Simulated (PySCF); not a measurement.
allene (C₃H₄), SMILES C=C=C.

Coordinates come from a B3LYP-D3(BJ)/def2-TZVP optimisation.

Computed with PBE/def2-TZVPD (PySCF).

Symmetry labels are those of the subgroup D2 that the program uses (full group D2d).

**Question.** List the valence orbital energies around the gap with their symmetry. (Estimate from the structure and the level; the computed values follow.)

**Answer.** 
```json
[
 {"orbital": "HOMO−7", "symmetry": "A", "energy (eV)": "-19.62"},
 {"orbital": "HOMO−6", "symmetry": "B1", "energy (eV)": "-17.43"},
 {"orbital": "HOMO−5", "symmetry": "A", "energy (eV)": "-12.83"},
 {"orbital": "HOMO−4", "symmetry": "B1", "energy (eV)": "-11.06"},
 {"orbital": "HOMO−3", "symmetry": "B2", "energy (eV)": "-10.90"},
 {"orbital": "HOMO−2", "symmetry": "B3", "energy (eV)": "-10.90"},
 {"orbital": "HOMO−1", "symmetry": "B2", "energy (eV)": "-6.56"},
 {"orbital": "HOMO", "symmetry": "B3", "energy (eV)": "-6.56"},
 {"orbital": "LUMO", "symmetry": "B2", "energy (eV)": "-0.76"},
 {"orbital": "LUMO+1", "symmetry": "B3", "energy (eV)": "-0.76"},
 {"orbital": "LUMO+2", "symmetry": "A", "energy (eV)": "-0.09"},
 {"orbital": "LUMO+3", "symmetry": "B1", "energy (eV)": "0.67"}
]
```
